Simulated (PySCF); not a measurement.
# C4H4N2 (Pyridazine): the cost of one run

Programs: PySCF 2.14.0, with density-fitted response routines of our own. Each step states its level of theory. These are calculated values for one molecule in the gas phase, unless marked as measured. Atoms count from 0, in the outputs and in this text.

## 1. The starting structure

10 atoms, charge 0, multiplicity 1; geometry from: MMFF94s. The atoms were then displaced at random by about 0.03 Å, so the start is not that level's minimum.

Bonds of the start (Å): C0–C1 1.47, C1–C2 1.40, C2–N3 1.43, N3–N4 1.25, N4–C5 1.38, C5–C0 1.27, C0–H6 1.13, C1–H7 1.08, C2–H8 1.03, C5–H9 1.09.

## 2. Relaxing the molecule at PBE0-D3(BJ)/def2-SVP

What the job is given:

```
{"job": {"xc": "PBE0", "basis": "def2-SVP", "d3": "d3bj", "grid": 1, "shake": 0.03, "kind": "geom"}, "charge": 0, "multiplicity": 1}
C      0.736280     0.733060     0.076160
C     -0.728450     0.765590     0.040210
C     -1.392670    -0.458580    -0.071650
N     -0.544250    -1.602510    -0.129570
N      0.708480    -1.599330    -0.134020
C      1.339670    -0.378020    -0.020060
H      1.244300     1.740350     0.135370
H     -1.247870     1.707380     0.088820
H     -2.416680    -0.533970    -0.006030
H      2.425850    -0.450710     0.025200
```

Started as:

```sh
> OMP_NUM_THREADS=1 python probes_run.py task.json out
```

This one command runs all jobs of the session in turn.

Q: Estimate the wall time and peak memory of this first job on 1 thread of Arm Neoverse V1, shared host.

About 33 s, with a peak of 0.41 GiB.
